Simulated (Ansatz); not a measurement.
C2H6FNO2, SMILES `CNC(O)(O)F`, relaxed with RKS PBE0-D4/def2-TZVP in Ansatz 0.2.0 from a PBE-D4/def2-SVP geometry. The force threshold is 0.005 eV/Å; the program also tests the step.

The species carries charge 0 and has multiplicity 1.

Start:

```xyz
12

C     0.771    1.379    0.290
N     0.692   -0.074    0.322
C    -0.439   -0.655   -0.304
O    -1.626   -0.330    0.351
O    -0.199   -2.017   -0.386
F    -0.663   -0.171   -1.603
H     1.613    1.717    0.924
H    -0.163    1.800    0.712
H     0.897    1.805   -0.732
H     1.544   -0.531   -0.018
H    -1.457   -0.528    1.292
H    -0.971   -2.394   -0.849
```

| step | energy (eV) | largest force (eV/Å) | largest move (Å) |
| --- | --- | --- | --- |
| 1 | -10466.5624 | 0.827 | 0.000 |
| 2 | -10466.6059 | 0.319 | 0.022 |
| 3 | -10466.6117 | 0.045 | 0.010 |
| 4 | -10466.6119 | 0.020 | 0.004 |
| 5 | -10466.6121 | 0.006 | 0.005 |
| 6 | -10466.6121 | 0.019 | 0.002 |
| 7 | -10466.6121 | 0.007 | 0.003 |
| 8 | -10466.6121 | 0.005 | 0.003 |

End:

```xyz
12

C     0.765    1.376    0.286
N     0.687   -0.072    0.326
C    -0.434   -0.645   -0.302
O    -1.614   -0.338    0.346
O    -0.197   -1.994   -0.395
F    -0.649   -0.157   -1.580
H     1.605    1.699    0.901
H    -0.146    1.798    0.712
H     0.887    1.780   -0.725
H     1.527   -0.519   -0.016
H    -1.467   -0.541    1.276
H    -0.964   -2.386   -0.827
```

Run time 29 s (4 threads of an Arm Neoverse V2 on a shared host); peak host memory 0.59 GiB.
